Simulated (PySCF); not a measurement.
## Static response to an electric field

Compound: thiohydroxylamine, H3NS.
Geometry (PBE0-D3(BJ)/def2-TZVP, Å), atoms numbered from 1 in this order:
```
atom  x, y, z in Å
N1    -0.5286    0.1398    0.1581
S2     0.9323   -0.4522   -0.4887
H3    -1.0556   -0.6024    0.5957
H4    -1.0853    0.5859   -0.5569
H5     1.7707    0.2953    0.2542
```

Level: CAM-B3LYP/aug-cc-pVTZ (PySCF), static field, nuclei fixed, core orbitals frozen in the response. The polarisability tensor in these axes (au):

```
x   37.84 -1.55 -1.80
y   -1.55 30.67  0.41
z   -1.80  0.41 30.78
```

Q: Diagonalise the tensor; give its mean and Δα, where Δα² is half the sum of the squared differences of the eigenvalues.

A: Principal values 30.31, 30.39 and 38.60 au; mean 33.10 au = 4.90 Å³ = 5.46 × 10⁻⁴⁰ C²·m²/J; Δα = 8.25 au (25 % of the mean).

Q: What is the dipole moment, and where does it point?

A: (-1.06, 0.04, 0.07) D, 1.06 D in size, pointing from the negative to the positive side. Measured along this direction, the outermost atoms are H5 at the negative end and H4 and H3 at the positive end.

Q: What molar refraction does this α imply?

A: Lorentz–Lorenz: R = (4π/3)N_A α = 2.5225 cm³/(mol·Å³) × 4.90 Å³ = 12.4 cm³/mol, in the limit of long wavelengths.

Q: Find the Langevin capture rate constant for O2+ (31.990 u) meeting this molecule (48.999 u), k = 2.342 × 10⁻⁹ cm³/s × √(α in Å³ / reduced mass in u).

A: The reduced mass is 19.35 u, so k = 1.18 × 10⁻⁹ cm³/s. The formula leaves out the permanent dipole, which adds to the capture rate.

Q: Rayleigh depolarisation ratio (linearly polarised light, static tensor)?

A: ρ = 3Δα²/(45ᾱ² + 4Δα²) = 204.3/(49300 + 272.4) = 0.00412.

Isolated species at its PBE0-D3(BJ)/def2-TZVP geometry (one conformer only).
